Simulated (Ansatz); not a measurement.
**CH4BN: vertical ionisation energy**

One table from this session's results is given with a row withheld; the runs are named, their logs left out.

The runs use Ansatz 0.2.0, Gaussian basis; unrestricted cation, the program's frozen cores in correlated methods.

Levels to be run: UKS PBE-D4/def2-TZVPP; UKS r2SCAN-D4/def2-TZVPP; UKS PBE0-D4/def2-TZVPP; UKS B3LYP-D4/def2-TZVPP; UKS wB97X-V/def2-TZVPP; UKS wB97M-V/def2-TZVPP; UKS B2PLYP/def2-TZVPP; UHF-CCSD(T)/def2-TZVPP; UHF-MP2/def2-QZVPP; extrapolation to the limit; then −ε(HOMO) from the neutral's earlier runs with LDA (SPW92), PBE-D4, revPBE-D4, BLYP-D4, r2SCAN-D4, B97M-V, PBE0-D4, B3LYP-D4, r2SCANh-D4, r2SCAN0-D4, HSE06-D4, BHLYP-D4, CAM-B3LYP-D4, LC-ωPBE, ωB97X-V, ωB97M-V.

### The relaxed structure

The geometry comes from an earlier relaxation with PBE0-D4 in a triple-zeta def2 set; it is a stationary point, not always the lowest conformer.

7 atoms, charge 0, spin multiplicity 1.

Atoms are counted from 1 here; the program's logs count them from 0.

Bond lengths: B1–C2 1.562 Å, B1–N3 1.341 Å, B1–H4 1.183 Å, C2–N3 1.467 Å, C2–H5 1.090 Å, C2–H6 1.090 Å, N3–H7 1.002 Å. Angles: C2–B1–N3 60.1°, C2–B1–H4 155.2°, N3–B1–H4 144.7°, B1–C2–N3 52.5°, B1–C2–H5 121.5°, B1–C2–H6 121.5°, N3–C2–H5 116.6°, N3–C2–H6 116.6°, H5–C2–H6 113.6°, B1–N3–C2 67.4°, B1–N3–H7 157.4°, C2–N3–H7 135.2°.

The first run:

in.yaml reads:

```yaml
crystal:
  periodic: [false, false, false]
  atoms:
    - {symbol: B, position_ang: [-0.780071, -0.403821, -0.373431]}
    - {symbol: C, position_ang: [0.164277, 0.712203, 0.175818]}
    - {symbol: N, position_ang: [0.455641, -0.719483, 0.042269]}
    - {symbol: H, position_ang: [-1.784644, -0.832358, -0.828328]}
    - {symbol: H, position_ang: [0.700998, 1.384390, -0.493095]}
    - {symbol: H, position_ang: [0.061562, 1.097227, 1.189993]}
    - {symbol: H, position_ang: [1.243538, -1.306158, 0.241175]}
basis:
  gaussian: {orbitals: def2-TZVPP}
total_charge: 1
magnetization: {spin_polarized: true, initial_magnetization: 1}
hamiltonian: {xc: pbe, dispersion: d4}
```

Run with:

```console
$ ansatz run in.yaml --threads 2 --pin off --events-out ev --progress --plain --max-ram 4352MiB
```

Among the steps run: Cation, UKS PBE-D4/def2-TZVPP; Cation, UKS r2SCAN-D4/def2-TZVPP; Cation, UKS PBE0-D4/def2-TZVPP; Cation, UKS B3LYP-D4/def2-TZVPP; Cation, UKS wB97X-V/def2-TZVPP; Cation, UKS wB97M-V/def2-TZVPP; Cation, UKS B2PLYP (frozen core)/def2-TZVPP; Cation, UHF-CCSD(T)/def2-TZVPP; Cation, UHF-MP2/def2-QZVPP.

One table of the session follows, with a row left open; its other results are not shown here.

For comparison, −ε(HOMO) of the neutral from earlier runs:

```
  functional  −ε(HOMO) (eV)
 LDA (SPW92)           6.53
      PBE-D4           6.41
   revPBE-D4           6.36
     BLYP-D4           6.28
   r2SCAN-D4           6.60
      B97M-V           6.67
     PBE0-D4           7.71
    B3LYP-D4           7.48
  r2SCANh-D4           7.10
  r2SCAN0-D4           7.85
    HSE06-D4           7.30
    BHLYP-D4           8.92
CAM-B3LYP-D4           9.12
     LC-ωPBE          10.53
     ωB97X-V              ?
     ωB97M-V          10.05
```

Q: Estimate the row for ωB97X-V from the others.

**Answer.** −ε(HOMO) (eV): 10.13. In the column «−ε(HOMO) (eV)» it lies between ωB97M-V (10.05) and LC-ωPBE (10.53).
